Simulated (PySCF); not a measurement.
**Worked example: the step energy**

An elementary step of AlNH6S, singlet (AlH₃S ([AlH2][SH]) + NH₃ → AlNH₄ ([NH2][AlH2]) + H₂S (still joined by a long Al–S bond); Al–S, H–N broken or loosened, Al–N, S–H formed or tightened). “Start” and “end” are the PBE0-D4/def2-TZVP structures reached by relaxing down either side of its saddle point, with the molecules still in contact.

PySCF 2.14 with density fitting (its default auxiliary sets; JK sets also for MP2 and CCSD(T)); basis: def2-TZVPP and def2-QZVPP; cores frozen in the correlated methods.

Energies in eV:

| quantity | end | start |
| --- | --- | --- |
| Hartree–Fock, triple zeta (X = 3) | -18979.05319 | -18980.24658 |
| Hartree–Fock, quadruple zeta (X = 4) | -18979.65395 | -18980.83120 |
| MP2 correlation, X = 3 | -13.69628 | -13.65707 |
| MP2 correlation, X = 4 | -14.70966 | -14.68876 |
| CCSD(T) correlation, X = 3 | -15.56676 | -15.51024 |

(1) Work out the step energy at the basis limit: extrapolate Hartree–Fock as E(X) = E∞ + A exp(−7.88 √X) and the MP2 correlation as E(X) = E∞ + B X^−2.97 (the exponents that Neese and Valeev fitted for def2-TZVPP and QZVPP), then add CCSD(T) − MP2 in triple zeta.

The T1 diagnostic stays at or below 0.011.

Answers

(1) Each step is linear, so take the differences first (end − start): Hartree–Fock 1.19339 (X = 3) and 1.17725 (X = 4); MP2 correlation -0.03921 and -0.02090; CCSD(T) correlation -0.05652.
Two points give E∞ = E(4) + w [E(4) − E(3)], with w = 1/(exp(7.88 (2 − √3)) − 1) = 0.1377 for Hartree–Fock and w = 1/((4/3)^2.97 − 1) = 0.7407 for the correlation.
Hartree–Fock: 1.17725 + 0.1377 × (-0.01614) = 1.1750 eV.
MP2 correlation: -0.02090 + 0.7407 × 0.01831 = -0.0073 eV.
CCSD(T) − MP2: -0.05652 − (-0.03921) = -0.0173 eV.
Sum: 1.1750 + (-0.0073) + (-0.0173) = 1.1504 eV, or 26.53 kcal/mol. Plain CCSD(T) in triple zeta gives 1.1369 eV, so the larger basis shifts the result by 0.0135 eV.

Labels in which every atom is bracketed show which atoms are joined, not bond orders.

For scale, one of the runs: CCSD(T)/def2-TZVPP, 199 basis functions, launched by `OMP_NUM_THREADS=4 python run.py`. Hardware: 4 CPU threads of an Arm Neoverse V1, shared host. Wall time 5 min; peak host memory 2.1 GiB.
